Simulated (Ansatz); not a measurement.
Basis-set extrapolation for C4H5ClO (`CC=C=C(O)Cl`) (PBE0-D4/def2-TZVP geometry, frozen core, Ansatz). Multiplicity 1, RHF reference.

|  | def2-TZVPP | def2-QZVPP |
| --- | --- | --- |
| HF | -688.772569 | -688.795445 |
| MP2 correlation | -1.067159 | -1.146932 |
| CCSD(T) correlation | -1.158734 | not run |

Energies in hartree. Use E(X) = E(∞) + A·exp(−7.88·√X) for Hartree–Fock and E(X) = E(∞) + B·X^(−2.97) for correlation, with X = 3 and 4, and add CCSD(T) minus MP2 of the smaller set to the MP2 limit.

Question: What is the CCSD(T) energy at the basis-set limit?

Answer: HF limit: -688.795445 + (-0.022876) × 0.13774 = -688.79860. MP2 limit: -1.146932 + (-0.079773) × 0.74074 = -1.20602. Higher-order term: -1.158734 − (-1.067159) = -0.09157. Total: -690.09619 hartree, 432.9 kJ/mol below CCSD(T)/def2-TZVPP.
